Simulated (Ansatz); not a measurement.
Ansatz (an electronic-structure program) input:

Ansatz 0.2 input:
```yaml
crystal:
  periodic: [false, false, false]
  atoms:
    - {symbol: B, position_ang: [-0.13507983, -0.08356759, -0.00055119]}
    - {symbol: F, position_ang: [-1.20106340, -0.74304188, -0.00490091]}
    - {symbol: F, position_ang: [0.15531140, 1.17784433, -0.42166963]}
    - {symbol: F, position_ang: [1.12079636, -0.38837601, 0.42687676]}
basis:
  gaussian:
    orbitals: aug-cc-pVDZ
total_charge: 1
magnetization: {spin_polarized: true, initial_magnetization: 1}
correlation: {method: ccsd_t, electrons: outside_noble_gas}
output: {forces: true}
```

### Question
What final total energy does it print?

### Answer
-323.35563 Eh (CCSD(T)/aug-cc-pVDZ). The basis has 92 functions.

The program attaches cautions to this result: other roots.
